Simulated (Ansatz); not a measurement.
# B2H4N: the cost of one run

All numbers below are computed with Ansatz 0.2.0 (UKS PBE/cc-pVDZ).

## Step 1: The system as given

Bond lengths: B1–N2 1.473 Å, N2–B3 1.494 Å, B1–H4 1.154 Å, B1–H5 1.220 Å, B3–H6 1.204 Å, B3–H7 1.220 Å. Angles: B1–N2–B3 106.7°, N2–B1–H4 121.1°, N2–B1–H5 121.0°, H4–B1–H5 111.0°, N2–B3–H6 121.0°, N2–B3–H7 121.3°, H6–B3–H7 114.1°.

As a file:

```xyz
7

B    -0.8622    0.0442   -0.7344
N    -0.4247   -0.7955    0.3945
B     0.9293   -0.3054    0.7936
H    -1.6256   -0.3466   -1.5065
H    -0.9364    1.2568   -0.6227
H     1.0570    0.6752    1.4803
H     1.9239   -0.5966    0.1495
```

## Step 2: End point A

Contents of input.yaml:

```yaml
crystal:
  periodic: [false, false, false]
  atoms:
    - { symbol: B, position_ang: [-0.8622, 0.0442, -0.7344] }
    - { symbol: "N", position_ang: [-0.4247, -0.7955, 0.3945] }
    - { symbol: B, position_ang: [0.9293, -0.3054, 0.7936] }
    - { symbol: H, position_ang: [-1.6256, -0.3466, -1.5065] }
    - { symbol: H, position_ang: [-0.9364, 1.2568, -0.6227] }
    - { symbol: H, position_ang: [1.057, 0.6752, 1.4803] }
    - { symbol: H, position_ang: [1.9239, -0.5966, 0.1495] }
magnetization:
  spin_polarized: true
  initial_magnetization: 1
basis:
  gaussian: { orbitals: cc-pVDZ }
hamiltonian:
  xc: pbe
relax:
  f_tol: 0.015
  max_steps: 40
```

Run with:

```
> ansatz run input.yaml --threads 1 --pin off --max-ram 2048MiB --backend cpu --events-out ev --progress --plain --runs-dir out
```

What time and memory should one allow on 1 thread of Arm Neoverse V1, shared host?

About 33 s, with a peak of 0.12 GiB.
